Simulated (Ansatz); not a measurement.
# BHF (quartet): from Hartree-Fock to the top rungs, cc-pVDZ

How much of the correlation energy of BHF (quartet) does each wave-function method recover here?

Program: Ansatz 0.2.0, Gaussian basis. Level of theory: cc-pVDZ, core rule «outside noble gas», up to 2 orbitals frozen. These are calculated values, not measurements.

To be run: UHF; CCSD(T) on ROHF; CCSD(T) on UHF; BCCD(T) on ROHF; CISD as a restricted active space (open shells left free, so some higher excitations enter); CCSDT(Q) on ROHF; CCSDT(Q) on UHF.

31 further runs of the same task are left out: 12 for a known fault of the program, 8 that didn't finish, 11 set aside as unsound or not needed. Runs told in other sessions of the task aren't counted.

## 1. The geometry

The geometry is a PBE0/def2-TZVP stationary point (not a proven minimum) of the parent state, kept for this charge and spin.

3 atoms, charge 0, spin multiplicity 4.

Atoms are counted from 1 here; the program's logs count them from 0.

Bond lengths: B1–F2 1.301 Å, B1–H3 1.206 Å. Angles: F2–B1–H3 121.0°.

## 2. UHF

in.yaml reads:

```yaml
crystal:
  periodic: [false, false, false]
  atoms:
    - {symbol: B, position_ang: [0.000000, -0.193343, 0.758138]}
    - {symbol: F, position_ang: [0.000000, 0.073312, -0.515115]}
    - {symbol: H, position_ang: [0.000000, 0.691921, 1.577603]}
basis:
  gaussian: {orbitals: cc-pVDZ}
magnetization: {spin_polarized: true, initial_magnetization: 3}
hamiltonian: {xc: hf}
output: {orbitals: {seedname: orbitals}}
```

Launch:

```sh
ansatz run in.yaml --threads 1 --pin off --events-out ev --progress --plain --max-ram 2393MiB
```

After this run come: CCSD(T) on ROHF; CCSD(T) on UHF; BCCD(T) on ROHF; CISD as a restricted active space (open shells left free, so some higher excitations enter); CCSDT(Q) on ROHF; CCSDT(Q) on UHF.

**Question.** What will the summary of the whole plan be? Wanted: UCCSDT(Q) from the RHF energy; RMP2 from UCCSDT(Q); UMP2 from UCCSDT(Q); RCCSD from UCCSDT(Q); RCCSD(T) from UCCSDT(Q); UCCSD(T) from UCCSDT(Q); RCCSDT(Q) from UCCSDT(Q); T1 diagnostic.

The runs gave:

| quantity | value |
| --- | --- |
| UCCSDT(Q) from the ROHF energy | -6.7482 eV |
| RMP2 from UCCSDT(Q) | +46.7 kJ/mol |
| UMP2 from UCCSDT(Q) | +45.1 kJ/mol |
| RCCSD from UCCSDT(Q) | +16.8 kJ/mol |
| RCCSD(T) from UCCSDT(Q) | +3.4 kJ/mol |
| UCCSD(T) from UCCSDT(Q) | +3.3 kJ/mol |
| RCCSDT(Q) from UCCSDT(Q) | +0.6 kJ/mol |
| levels within 1 kcal/mol (43 meV) | RCCSD(T), UCCSD(T), BCCD(T), RCCSDT, UCCSDT, RCCSDT(Q) |
| T1 diagnostic | 0.040 |

**Reading.** RCCSD(T) misses by +3.4 kJ/mol, 0.5 % of the correlation energy. These misses are within one basis, not against nature; the frozen cores of restricted and unrestricted runs differ, which can shift their rows.

With open shells the CI space here admits some higher excitations, so it is larger than plain CISD.
